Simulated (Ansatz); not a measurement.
**Lattice constant a of some fcc solids**

Method: PBE0 in Ansatz (plane waves, PAW). References are measured values corrected to a static lattice or taken at low temperature (these still hold zero-point motion). The table is a random draw of 10 from 12 solids with such references.

Values in Å.

```
solid   reference   PBE0  error (%)
------  ---------  -----  ---------
fcc Ca      5.553  5.581      +0.50
fcc Ag      4.062  4.137      +1.85
fcc Ni      3.508  3.511      +0.09
fcc Sr      6.045  6.120      +1.24
fcc Pt      3.913  3.927      +0.36
fcc Au      4.062  4.129      +1.65
fcc Rh      3.794  3.781      -0.34
fcc Al      4.018  4.013      -0.12
fcc Pb      4.902  4.999      +1.98
fcc Ir      3.831  3.826      -0.13
```

Over these 10 solids the mean error is +0.71 %, the mean absolute error 0.83 % (median 0.43 %), and the worst case fcc Pb at +1.98 %; the value is too high in 7 of 10 cases. Over all 12 the mean error is +0.75 % and the mean absolute error 0.85 % (median 0.71 %).

All these references are brought to a static lattice.

Spin–orbit coupling is left out, also for the solids with elements from indium on (fcc Pt, fcc Au, fcc Pb, fcc Ir); its size isn't shown.

Differences are worked out from the printed values.

Ansatz's density-functional and Hartree–Fock values are scalar-relativistic unless marked +SOC, with PAW data made under PBE.

Ansatz's runs of these crystals have no spin polarisation, but for fcc Ni. A magnetic state wasn't tried for fcc Pt, fcc Rh with meta-GGA or hybrid levels, which favour moments.

Density-functional runs with spin start from parallel moments for fcc Ni.

Of the class's solids with a reference value and a result at some level, none was set aside. At least 1 more with a reference value is held back for tests. Layered and molecular crystals are counted apart. The metals Ce to Yb are counted apart.

References as tabulated in Mejia-Rodriguez and Trickey (2018), arXiv:1807.09216; Csonka et al. (2009), arXiv:0903.4037.

Ansatz is a program for electronic structure.
